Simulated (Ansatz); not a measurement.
BH5O, SMILES `[BH3-][OH2+]`, relaxed with RKS PBE-D4/def2-SVP in Ansatz from a rough embedded geometry. The force threshold is 0.03 eV/Å; the program also tests the step.

The species carries charge 0 and has multiplicity 1.

Start:

```xyz
7

B     0.056   -0.204    0.528
O    -0.530    0.284   -0.735
H    -0.359    0.271    1.447
H    -0.156   -1.345    0.568
H     1.279   -0.101    0.486
H    -0.056   -0.164   -1.501
H    -0.233    1.258   -0.793
```

Task: By how much does the energy fall, and how many steps does the optimiser take? (Estimate.)

Result: The calculation gave: 0.63 eV, in 3 steps.

Task: Which bonds change most? (Estimate.)

Result: Ansatz gave: B1–O2 from 1.475 to 1.694 Å; B1–H3 from 1.115 to 1.225 Å; B1–H4 from 1.161 to 1.226 Å; O2–H7 from 1.020 to 0.979 Å.

Task: Give the relaxed structure. (An estimate is asked.)

Result: Computed: 
```xyz
7

B     0.140   -0.296    0.626
O    -0.535    0.334   -0.794
H    -0.418    0.365    1.494
H    -0.187   -1.476    0.568
H     1.347   -0.081    0.498
H    -0.092   -0.116   -1.542
H    -0.256    1.270   -0.851
```
